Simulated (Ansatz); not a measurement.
I need the energy of protonation at one site of CH3BN (charge -1), SMILES [BH3-]C#N. Use the Python package of Ansatz (0.2.0). Use (for the species named): PBE0, def2-SVP basis, multiplicity 1.

```xyz
6

B    -0.5089    0.0040   -0.0092
C     1.0346   -0.0081    0.0186
N     2.1915   -0.0173    0.0394
H    -0.8998   -0.8616   -0.7279
H    -0.9271   -0.1747    1.0917
H    -0.8903    1.0578   -0.4127
```

`ch3bn.py`
```python
# -*- coding: utf-8 -*-
"""Adding a proton to CH3BN(-)."""

import logging
import sys

import ansatz as az
from ase import Atoms
import numpy as np

logging.basicConfig(stream=sys.stdout, format="[%(levelname)s] %(message)s")
log = logging.getLogger("ch3bn")
log.setLevel(logging.INFO)

BASIS = "def2-SVP"
FUNCTIONAL = "pbe0"
NET_CHARGE = -1
FMAX = 0.01


def main():
    atoms = Atoms(["B", "C", "N", "H", "H", "H"], positions=[
        (-0.5089, 0.004, -0.0092),
        (1.0346, -0.0081, 0.0186),
        (2.1915, -0.0173, 0.0394),
        (-0.8998, -0.8616, -0.7279),
        (-0.9271, -0.1747, 1.0917),
        (-0.8903, 1.0578, -0.4127),
    ])
    geometry = az.Crystal.molecule_from_ase(atoms)

    job = geometry.calculation().basis(gaussian=BASIS).functional(FUNCTIONAL).charge(NET_CHARGE)
    symbols = [site.symbol for site in geometry.cartesian_sites]
    start = np.array([site.position_ang for site in geometry.cartesian_sites], dtype=float)
    rep = job.relax(force_tolerance=0.01).run().report
    end = np.array(rep["positions_ang"])

    # start the new hydrogen opposite the existing bonds
    away = sum((end[2] - end[j]) / np.linalg.norm(end[2] - end[j]) for j in [1]) + np.array([0.15, 0.1, -0.2])
    proton = end[2] + 1.0 * away / np.linalg.norm(away)
    acid = az.Crystal.molecule()
    for symbol, place in zip(symbols, end):
        acid = acid.atom(symbol, place.tolist())
    acid = acid.atom("H", proton.tolist())
    protonated = acid.calculation()
    protonated = protonated.basis(gaussian=BASIS)
    protonated = protonated.functional(FUNCTIONAL).relax(force_tolerance=FMAX, max_steps=80)
    after = protonated.run().report
    xyz = np.array(after["positions_ang"])
    reach = np.linalg.norm(xyz[:-1] - xyz[-1], axis=1)
    log.info(f"base {rep['free_energy_ev']:.5f} eV, protonated {after['free_energy_ev']:.5f} eV")
    log.info(f"the proton ends {reach.min():.3f} A from {symbols[reach.argmin()]}{reach.argmin()}")
    log.info(f"electronic proton affinity {96.485332 * (rep['free_energy_ev'] - after['free_energy_ev']):.1f} kJ/mol")


if __name__ == "__main__":
    main()
```

```console
$ python ch3bn.py
[INFO] base -3246.54264 eV, protonated -3260.55285 eV
[INFO] the proton ends 1.002 A from N2
[INFO] electronic proton affinity 1351.8 kJ/mol
```

Caveats:
- Total energies depend on the basis set; only differences at equal settings carry meaning.
- The proton is put on one chosen atom, which needn't be the most basic site, so the molecule's proton affinity can be higher; the ends are stationary points, not checked by frequencies, and zero-point and thermal terms count only where printed.
- Anions want diffuse functions, which this basis lacks.
- Wall time of the script: 14 s on 1 thread of Arm Neoverse V2, on a shared host, peak memory 0.21 GiB.
